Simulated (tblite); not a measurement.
# ClH13N4: the cost of one run

Programs: tblite 0.8.0 and PySCF 2.14.0. All values are calculated, for the isolated system unless a continuum is named. Atoms count from 0, parts from 1.

## Step 1: The system as given

18 atoms, charge 0, multiplicity 1; geometry: rigid parts in contact. Parts: 1 = atoms 0–1, `Cl`, charge 0; 2 = atoms 2–5, `N`, charge 0; 3 = atoms 6–9, `N`, charge 0; 4 = atoms 10–13, `N`, charge 0; 5 = atoms 14–17, `N`, charge 0.

## Step 2: Search for minima with GFN2-xTB

Job settings and geometry (Å):

```
{"job": {"kind": "dock", "xc": "GFN2-xTB", "basis": "xTB"}, "charge": 0, "multiplicity": 1, "parts": [{"atoms": "0-1", "charge": 0, "multiplicity": 1}, {"atoms": "2-5", "charge": 0, "multiplicity": 1}, {"atoms": "6-9", "charge": 0, "multiplicity": 1}, {"atoms": "10-13", "charge": 0, "multiplicity": 1}, {"atoms": "14-17", "charge": 0, "multiplicity": 1}]}
Cl     0.661542     0.165269     0.066734
H     -0.537839    -0.115480     0.947453
N     -1.861664     1.027136    -2.471902
H     -1.718363     0.648396    -3.402588
H     -1.643573     2.012885    -2.553707
H     -1.122390     0.658343    -1.881706
N     -2.881262    -1.710315    -0.406576
H     -1.968264    -2.069191    -0.656535
H     -3.556637    -2.401902    -0.714179
H     -3.002456    -0.876315    -0.975038
N     -1.628427    -0.317459     1.647018
H     -1.438288    -0.640346     2.588495
H     -2.087796     0.584341     1.663884
H     -2.208093    -0.983584     1.102227
N      0.804455     2.984987    -2.098778
H      1.516632     3.681501    -2.283805
H      0.328947     3.255144    -1.245261
H      1.284617     2.115897    -1.895356
```

With the program's defaults for keys left out, this is: GFN2-xTB search for minima from random contacts, gas phase.

Command:

```
> OMP_NUM_THREADS=1 python cluster_run.py task.json out
```

The driver reads the jobs from task.json and runs them one after another.

Q: Estimate the wall time of this first job on 1 thread of Intel Xeon 6975P-C, shared host.

About 18 s.
